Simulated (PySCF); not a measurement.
# Reproducing measurements on 2-butenal

**Experimental background.**

NIST CCCBDB Release 22 (SRD 101), experimental polarizabilities lists, for the gas: mean polarisability 8.5 Å³.

The runs below try to reproduce these values; the comparison stands at the end.

Species: 2-butenal, C4H6O.
Numbering: `[CH3:1]/[CH:2]=[CH:3]/[CH:4]=[O:5]` (hydrogens: H6, H7, H8 on C1; H9 on C2; H10 on C3; H11 on C4)

Structure used (PBE0-D3(BJ)/def2-TZVP), in Å, numbered top down from 1:
```xyz
11
C4H6O angstrom
C     -1.744    0.018    0.118
C     -0.328   -0.328   -0.154
C      0.732    0.416    0.164
C      2.082   -0.038   -0.158
O      3.091    0.569    0.100
H     -1.838    0.980    0.623
H     -2.215   -0.751    0.740
H     -2.317    0.054   -0.814
H     -0.147   -1.277   -0.659
H      0.637    1.373    0.669
H      2.125   -1.022   -0.676
```

The PySCF runs (gas phase, on this PBE0-D3(BJ)/def2-TZVP geometry; no spin–orbit coupling):

```csv
level,job,basis functions,wall time
CAM-B3LYP/aug-cc-pVTZ,"10 singlets by full TDDFT, 4 Tamm–Dancoff triplets, polarisability",368,57 s
PBE0/aug-cc-pVTZ,"10 singlets by full TDDFT, 4 Tamm–Dancoff triplets, polarisability, dynamic polarisability",368,52 s
wB97X-D/aug-cc-pVTZ,"10 singlets by full TDDFT, 4 Tamm–Dancoff triplets, polarisability, ΔSCF ions",368,2.6 min
```

Hardware: one thread of an Arm Neoverse V1, no GPU, on a shared host.

## Comparison

**Mean polarisability.** Measured: 8.5 Å³ (NIST CCCBDB Release 22 (SRD 101), experimental polarizabilities).

| level | computed (Å³) | computed − measured (Å³) | % (from the printed values) |
| --- | --- | --- | --- |
| CAM-B3LYP/aug-cc-pVTZ | 8.45 | -0.05 | -1 |
| PBE0/aug-cc-pVTZ | 8.51 | +0.01 | 0 |
| wB97X-D/aug-cc-pVTZ | 8.46 | -0.04 | 0 |

Closest is PBE0/aug-cc-pVTZ (+0.01 Å³), furthest CAM-B3LYP/aug-cc-pVTZ (-0.05 Å³); one molecule doesn't rank methods. The computed values are static and purely electronic, with core orbitals frozen in the response (1 au = 0.148185 Å³). The table of measured values doesn't say here whether a value is static or optical, or holds a vibrational part. The measurement averages over conformers, the calculation has one.

The geometry is computed, not the measured one. Where a level misses, the cause wasn't examined.
